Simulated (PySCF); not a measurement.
# How well do the runs reproduce experiment for NaF?

**What was measured.**

From Liu, Meijer, Perez-Rios, Phys. Chem. Chem. Phys. 22 (2020) 24191, for the gas: dipole moment 8.1558 D.

The runs below try to reproduce these values; the comparison stands at the end.

NaF.
Numbering: `[F:1][Na:2]`

Cartesian coordinates in Å at the PBE0-D3(BJ)/def2-SVP level; atoms count from 1:
```
atom  x, y, z in Å
F1     0.9443   -0.0014   -0.0046
Na2   -0.9416    0.0027   -0.0095
```

The PySCF runs (gas phase, on this PBE0-D3(BJ)/def2-SVP geometry; no spin–orbit coupling):

```json
{"level": "PBE0-D3(BJ)/def2-SVP, grid level 1", "job": "geometry optimisation from a GFN2-xTB start", "basis functions": "29", "wall time": "1.1 s"}
```

Hardware: Arm Neoverse V2, one thread, shared host.

Results beside the measurements:

**Dipole moment.** Measured: 8.1558 D (Liu, Meijer, Perez-Rios, Phys. Chem. Chem. Phys. 22 (2020) 24191).

| level | computed (D) | computed − measured (D) | % (from the printed values) |
| --- | --- | --- | --- |
| PBE0-D3(BJ)/def2-SVP | 7.309 | -0.847 | -10 |

The computed dipoles belong to one fixed geometry; measured ones are averaged over vibrations unless marked μe. Magnitudes are compared, not signs.

No measured geometry was used, and the causes of the misses weren't examined.
